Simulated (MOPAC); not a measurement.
MOPAC input (PM7):

```
PM7 FORCE THERMO(298,298) PRECISE LET CHARGE=-1 GEO-OK AUX(PRECISION=9) THREADS=1
C2H5O

C     1.15522661 1   -0.40794852 1   -0.00166083 1
C    -0.14468782 1    0.53541212 1   -0.00279008 1
O    -1.25745492 1   -0.14780003 1    0.00547061 1
H    -0.05044416 1    1.19488941 1    0.89451792 1
H    -0.05697702 1    1.18371807 1   -0.90886639 1
H     2.06462029 1    0.17248277 1   -0.00854771 1
H     1.10124921 1   -1.03420968 1    0.88207261 1
H     1.09487643 1   -1.04510594 1   -0.87714280 1
```

From the last part of the output:

```
     H    8   0.480519   4.278606

          HEAT OF FORMATION =     -44.176501 KCALS/MOLE

          ZERO POINT ENERGY      38.621 KCAL/MOL

           NORMAL COORDINATE ANALYSIS (Total motion = 1 Angstrom)

   Root No.       1         2         3         4         5         6         7         8

                 1 A"      1 A'      2 A'      2 A"      3 A'      3 A"      4 A"      4 A'

                 129.5     441.9     826.8     850.9     992.2    1115.5    1213.1    1293.7

           1    0.0000   -0.0730   -0.1968   -0.0000   -0.0139   -0.0000   -0.0000   -0.0152
           2    0.0000   -0.0545   -0.0168    0.0000    0.0698    0.0000    0.0000   -0.0035
           3    0.0012    0.0000    0.0000   -0.0226    0.0000   -0.0509   -0.0210   -0.0000
           4   -0.0000   -0.0361    0.2075   -0.0000    0.0487    0.0000   -0.0000    0.0095
           5    0.0000    0.0690   -0.0288    0.0000   -0.0091   -0.0000    0.0000    0.0235
           6   -0.0328    0.0000   -0.0000   -0.0312   -0.0000    0.0827   -0.0146    0.0000
           7    0.0000    0.1046   -0.0031    0.0000   -0.0284   -0.0000    0.0000   -0.0100
           8   -0.0000    0.0054    0.0225   -0.0000   -0.0253    0.0000   -0.0000   -0.0163
           9    0.0307   -0.0000    0.0000    0.0125   -0.0000   -0.0206    0.0243    0.0000
          10    0.0169   -0.0751    0.0734   -0.1453   -0.0083    0.1046    0.3112   -0.1595
          11   -0.0520    0.0535    0.0087    0.0903   -0.0428   -0.1544    0.2409    0.0423
          12   -0.0717    0.0067    0.0248    0.0991    0.0001   -0.0816    0.0335    0.0714
          13   -0.0169   -0.0751    0.0734    0.1453   -0.0083   -0.1046   -0.3112   -0.1595
          14    0.0520    0.0535    0.0087   -0.0903   -0.0428    0.1544   -0.2409    0.0423
          15   -0.0717   -0.0067   -0.0248    0.0991   -0.0001   -0.0816    0.0335   -0.0714
          16    0.0000    0.0923   -0.2844    0.0000    0.3835    0.0000   -0.0000    0.1292
          17   -0.0000   -0.1233    0.0630   -0.0000   -0.1048   -0.0000    0.0000   -0.0494
          18    0.2627   -0.0000    0.0000    0.0774   -0.0000    0.0269   -0.0239   -0.0000
          19    0.0372   -0.1509    0.0301    0.2141   -0.1658    0.2015    0.0626    0.2076
          20    0.2142   -0.1213    0.0534   -0.0147   -0.0655   -0.0011    0.0076   -0.0072
          21   -0.1154    0.0040    0.0057    0.0840    0.0041    0.0423   -0.0021    0.0753
          22   -0.0372   -0.1509    0.0301   -0.2141   -0.1658   -0.2015   -0.0626    0.2076
          23   -0.2142   -0.1213    0.0534    0.0147   -0.0655    0.0011   -0.0076   -0.0072
          24   -0.1154   -0.0040   -0.0057    0.0840   -0.0041    0.0423   -0.0021   -0.0753

   Root No.       9        10        11        12        13        14        15        16

                 5 A'      5 A"      6 A'      7 A'      8 A'      6 A"      9 A'      7 A"

                1319.6    1321.2    1357.9    1372.3    1427.6    2531.5    2615.1    2707.8

           1   -0.0044   -0.0000    0.0235   -0.0347    0.0335    0.0000    0.0056   -0.0000
           2   -0.0379    0.0000    0.0105    0.0081   -0.0225   -0.0000    0.0025    0.0000
           3   -0.0000   -0.0460    0.0000    0.0000   -0.0000    0.0010   -0.0000   -0.0523
           4    0.0007    0.0000    0.0137   -0.0305    0.0495   -0.0000    0.0165   -0.0000
           5   -0.0014   -0.0000   -0.0029    0.0239    0.1608    0.0000   -0.0252    0.0000
           6   -0.0000    0.0019    0.0000    0.0000    0.0000   -0.0512    0.0000   -0.0047
           7   -0.0006   -0.0000   -0.0097   -0.0028   -0.0401   -0.0000   -0.0022    0.0000
           8   -0.0076    0.0000   -0.0325   -0.0345   -0.0952    0.0000   -0.0074   -0.0000
           9    0.0000    0.0003   -0.0000   -0.0000    0.0000   -0.0024   -0.0000   -0.0003
          10   -0.0145    0.0234   -0.0040    0.2607   -0.0287    0.1402   -0.1203    0.0109
          11    0.0682    0.0067    0.2482    0.0911   -0.1273   -0.2460    0.2154   -0.0137
          12    0.0466   -0.0052    0.1610   -0.0489   -0.0974    0.3412   -0.3654    0.0187
          13   -0.0145   -0.0234   -0.0040    0.2607   -0.0287   -0.1402   -0.1203   -0.0109
          14    0.0682   -0.0067    0.2483    0.0911   -0.1273    0.2460    0.2154    0.0137
          15   -0.0466   -0.0052   -0.1610    0.0489    0.0974    0.3412    0.3654    0.0187
          16    0.1359    0.0000   -0.1067    0.0944   -0.1682    0.0000   -0.0038   -0.0000
          17   -0.0663   -0.0000    0.0537   -0.0370    0.0751   -0.0000   -0.0122    0.0000
          18   -0.0000    0.4156    0.0000   -0.0000    0.0000    0.0008    0.0000   -0.0299
          19   -0.0269   -0.1236   -0.0873    0.1031   -0.0635    0.0066    0.0076   -0.1439
          20    0.2593   -0.2015   -0.0626    0.0108    0.0208   -0.0150   -0.0153    0.2252
          21   -0.1802    0.0576    0.0038    0.0483   -0.0590   -0.0239   -0.0255    0.3378
          22   -0.0269    0.1236   -0.0873    0.1031   -0.0635   -0.0066    0.0076    0.1439
          23    0.2593    0.2015   -0.0626    0.0108    0.0208    0.0150   -0.0153   -0.2252
          24    0.1802    0.0576   -0.0038   -0.0483    0.0590   -0.0239    0.0255    0.3378

   Root No.      17        18

                10 A'     11 A'

                2711.4    2788.0

           1   -0.0038    0.0181
           2   -0.0496   -0.0059
           3   -0.0000    0.0000
           4    0.0006    0.0074
           5   -0.0037    0.0004
           6   -0.0000   -0.0000
           7    0.0002   -0.0005
           8    0.0002   -0.0013
           9    0.0000    0.0000
          10   -0.0075   -0.0077
          11    0.0097    0.0079
          12   -0.0181   -0.0123
          13   -0.0075   -0.0077
          14    0.0097    0.0079
          15    0.0181    0.0123
          16    0.1921   -0.0929
          17    0.4566   -0.2608
          18    0.0000   -0.0000
          19   -0.0715   -0.0939
          20    0.0780    0.1656
          21    0.1739    0.2710
          22   -0.0715   -0.0940
          23    0.0780    0.1656
          24   -0.1739   -0.2710

           MASS-WEIGHTED COORDINATE ANALYSIS (NORMAL COORDINATES)

   Root No.       1         2         3         4         5         6         7         8

                 1 A"      1 A'      2 A'      2 A"      3 A'      3 A"      4 A"      4 A'

                 129.5     441.9     826.8     850.9     992.2    1115.5    1213.1    1293.7

           1    0.0000   -0.3711   -0.6477   -0.0000   -0.0824   -0.0000   -0.0000   -0.1177
           2    0.0000   -0.2769   -0.0554    0.0000    0.4143    0.0000    0.0000   -0.0275
           3    0.0087    0.0000    0.0000   -0.1704    0.0000   -0.3278   -0.1248   -0.0000
           4   -0.0000   -0.1838    0.6827   -0.0000    0.2893    0.0000   -0.0000    0.0739
           5    0.0000    0.3510   -0.0949    0.0000   -0.0543   -0.0000    0.0000    0.1825
           6   -0.2340    0.0000   -0.0000   -0.2344   -0.0000    0.5324   -0.0868    0.0000
           7    0.0000    0.6136   -0.0118    0.0000   -0.1945   -0.0000    0.0000   -0.0892
           8   -0.0000    0.0315    0.0854   -0.0000   -0.1732    0.0000   -0.0000   -0.1459
           9    0.2531   -0.0000    0.0000    0.1082   -0.0000   -0.1531    0.1665    0.0000
          10    0.0348   -0.1106    0.0699   -0.3167   -0.0142    0.1951    0.5355   -0.3587
          11   -0.1074    0.0788    0.0083    0.1968   -0.0735   -0.2880    0.4146    0.0950
          12   -0.1482    0.0099    0.0237    0.2159    0.0002   -0.1523    0.0577    0.1605
          13   -0.0348   -0.1106    0.0699    0.3167   -0.0142   -0.1951   -0.5355   -0.3587
          14    0.1075    0.0788    0.0083   -0.1968   -0.0735    0.2880   -0.4146    0.0950
          15   -0.1482   -0.0099   -0.0237    0.2159   -0.0002   -0.1523    0.0577   -0.1605
          16    0.0000    0.1360   -0.2710    0.0000    0.6597    0.0000   -0.0000    0.2905
          17   -0.0000   -0.1816    0.0601   -0.0000   -0.1803   -0.0000    0.0000   -0.1111
          18    0.5427   -0.0000    0.0000    0.1686   -0.0000    0.0502   -0.0412   -0.0000
          19    0.0768   -0.2222    0.0287    0.4667   -0.2853    0.3758    0.1077    0.4668
          20    0.4425   -0.1787    0.0509   -0.0321   -0.1126   -0.0020    0.0131   -0.0162
          21   -0.2384    0.0060    0.0054    0.1830    0.0070    0.0789   -0.0036    0.1693
          22   -0.0768   -0.2222    0.0287   -0.4667   -0.2853   -0.3758   -0.1077    0.4668
          23   -0.4425   -0.1787    0.0509    0.0321   -0.1126    0.0020   -0.0131   -0.0162
          24   -0.2384   -0.0060   -0.0054    0.1830   -0.0070    0.0789   -0.0036   -0.1693

   Root No.       9        10        11        12        13        14        15        16

                 5 A'      5 A"      6 A'      7 A'      8 A'      6 A"      9 A'      7 A"

                1319.6    1321.2    1357.9    1372.3    1427.6    2531.5    2615.1    2707.8

           1   -0.0300   -0.0000    0.1655   -0.2416    0.1458    0.0000    0.0306   -0.0000
           2   -0.2589    0.0000    0.0736    0.0564   -0.0978   -0.0000    0.0136    0.0000
           3   -0.0000   -0.2815    0.0000    0.0000   -0.0000    0.0054   -0.0000   -0.2834
           4    0.0047    0.0000    0.0963   -0.2127    0.2154   -0.0000    0.0897   -0.0000
           5   -0.0093   -0.0000   -0.0203    0.1663    0.7000    0.0000   -0.1369    0.0000
           6   -0.0000    0.0114    0.0000    0.0000    0.0000   -0.2705    0.0000   -0.0253
           7   -0.0045   -0.0000   -0.0789   -0.0225   -0.2013   -0.0000   -0.0136    0.0000
           8   -0.0597    0.0000   -0.2635   -0.2774   -0.4781    0.0000   -0.0466   -0.0000
           9    0.0000    0.0023   -0.0000   -0.0000    0.0000   -0.0145   -0.0000   -0.0016
          10   -0.0286    0.0415   -0.0082    0.5258   -0.0363    0.2147   -0.1895    0.0172
```

The dipole moment of an ion depends on the origin.
